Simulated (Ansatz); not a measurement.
Input file:

```yaml
crystal:
  periodic: [false, false, false]
  atoms:
    - {symbol: Si, position_ang: [0.000000, 0.000000, 0.000000]}
    - {symbol: Cl, position_ang: [0.000000, 0.000000, 2.057900]}
basis:
  gaussian: {orbitals: cc-pVDZ, point_charges: [{charge: -0.50, position_ang: [4.889, 0.972, 0.582]}]}
magnetization: {spin_polarized: true, initial_magnetization: 5}
correlation: {method: ccsdt_q_b, electrons: outside_noble_gas}
scf: {omitted_lower_state_checks: [cluster_reference]}
output: {forces: true}
```

```sh
$ ansatz run in.yaml --threads 1 --pin off --events-out ev --progress --plain --max-ram 2393MiB
```

(1) Roughly how long does this take on 1 thread of Arm Neoverse V2, shared host, and how much host memory?

```
these checks for a lower state are left out or cut short: cluster_reference
674 factors; integrals over basis functions are off by at most 1.2e-7 eV
mean field evaluation 1: about -20352.5425 eV, gradient 1.7e1 eV
mean field evaluation 2: about -20352.5497 eV, gradient 1.7e1 eV
mean field evaluation 4: about -20356.3669 eV, gradient 3.5e0 eV
mean field evaluation 8: about -20356.6595 eV, gradient 9.0e-2 eV
mean field evaluation 16: about -20356.6443 eV, gradient 7.8e-2 eV
mean field evaluation 32: about -20356.6273 eV, gradient 1.2e-3 eV
mean field -20356.65962704 eV, -748.0934430541 hartree, gradient 1.2e-6 eV, S^2 8.757991; 7 other end points of the search recorded, 0 dependent functions left out
10 core orbitals not correlated: weight in the atoms' cores, before any rotation towards them, 1.000 or more for the frozen orbitals, at most 0.000 for the correlated occupied ones
reference -20356.65962704 eV, -748.0934430541 hartree; 8, 3 occupied and 18, 23 virtual orbitals, 674 factors
second order -3.92037392 eV of doubles, -0.00000000 eV of singles
cycle   1  -4.40631968 eV  change   -4.9e-1 eV  update   5.4e-2
cycle   2  -4.63346750 eV  change   -2.3e-1 eV  update   2.2e-2
cycle   3  -4.65696977 eV  change   -2.4e-2 eV  update   1.0e-2
cycle   4  -4.65846406 eV  change   -1.5e-3 eV  update   4.9e-3
cycle   5  -4.65920074 eV  change   -7.4e-4 eV  update   1.6e-3
cycle   6  -4.65915176 eV  change    4.9e-5 eV  update   5.8e-4
cycle   7  -4.65909642 eV  change    5.5e-5 eV  update   2.1e-4
cycle   8  -4.65911362 eV  change   -1.7e-5 eV  update   8.3e-5
cycle   9  -4.65912223 eV  change   -8.6e-6 eV  update   4.0e-5
cycle  10  -4.65912168 eV  change    5.5e-7 eV  update   2.4e-5
cycle  11  -4.65912328 eV  change   -1.6e-6 eV  update   1.7e-5
cycle  12  -4.65912289 eV  change    3.9e-7 eV  update   1.1e-5
cycle  13  -4.65912470 eV  change   -1.8e-6 eV  update   4.7e-6
cycle  14  -4.65912414 eV  change    5.7e-7 eV  update   2.1e-6
cycle  15  -4.65912337 eV  change    7.7e-7 eV  update   8.7e-7
cycle  16  -4.65912282 eV  change    5.5e-7 eV  update   3.1e-7
cycle  17  -4.65912272 eV  change    9.8e-8 eV  update   1.4e-7
cycle  18  -4.65912268 eV  change    3.6e-8 eV  update   5.8e-8
cycle  19  -4.65912268 eV  change    4.9e-9 eV  update   2.7e-8
cycle  20  -4.65912268 eV  change   -2.3e-9 eV  update   1.5e-8
perturbative correction -0.00664506 eV, -0.0002442016 hartree
the calculation of the forces begins
mean field evaluation 64: about -20356.6523 eV, gradient 2.8e-2 eV
Total energy: -20361.32539478 eV, -748.2649068562 hartree
Atom 0 at     0.000000     0.000000     0.000000 Å, force    -0.103946    -0.020666    -8.923167 eV/Å
Atom 1 at     0.000000     0.000000     2.057900 Å, force     0.115866     0.023036     8.875815 eV/Å
Dipole moment:     0.056964     0.011325     0.795829 e Å
Checks for a lower state left out: cluster_reference
```

Forces (eV/Å):
```
Si  -0.104 -0.021 -8.923
Cl   0.116  0.023  8.876
```

Answers

(1) 55 s wall and 0.48 GiB.
